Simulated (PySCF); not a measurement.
# What binds PH: the parts of the energy along the bond

State: ³Σ⁻, triplet, unpaired electrons π ↑↑. ROHF-based CCSD(T) in PySCF 2.14 with P aug-cc-pV(T+d)Z, H aug-cc-pVTZ and P aug-cc-pV(Q+d)Z, H aug-cc-pVQZ (frozen core orbitals: 5; no relativity). Correlation energies are extrapolated as n⁻³ (n = 3, 4), Hartree–Fock as (n+1)·exp(−9√n). CV is the change on freezing 1 orbitals instead, in P cc-pwCVTZ, H cc-pVTZ. SR is the spin-free X2C energy in P cc-pVTZ-DK, H cc-pVTZ-DK less the non-relativistic one in P cc-pVTZ, H cc-pVTZ. All energies in eV from P + H.

```
 R (Å)  HF/CBS  CCSD corr.      (T)       CV      SR   total
1.2631  -1.762      -1.066  -0.0190  -0.0136  0.0051  -2.855
1.3206  -1.968      -1.073  -0.0214  -0.0097  0.0056  -3.067
1.3780  -2.062      -1.082  -0.0241  -0.0066  0.0058  -3.168
1.4354  -2.068      -1.093  -0.0271  -0.0042  0.0057  -3.187
1.4928  -2.009      -1.107  -0.0303  -0.0022  0.0055  -3.144
1.5646  -1.867      -1.128  -0.0348  -0.0004  0.0051  -3.025
1.6363  -1.670      -1.153  -0.0399   0.0009  0.0045  -2.858
```

A fit to the total gives Re = 1.4217 Å, De = 3.189 eV, ωe = 2373.5 cm⁻¹, Be = 8.544 cm⁻¹ (masses 30.9738 and 1.0078 u).

Q: At R = 1.4354 Å the CCSD correlation energy is -0.139318 hartree in the smaller basis and -0.144320 in the larger. Extrapolate it.

A: (4³·E4 − 3³·E3)/(4³ − 3³) = -0.14797 hartree; the larger basis holds 97.5 % of it.

The T1 diagnostic is 0.021. The state was picked by a PBE0 search and need not be the measured ground state. Spin–orbit coupling, excitations beyond (T) and corrections to the Born–Oppenheimer picture are left out.
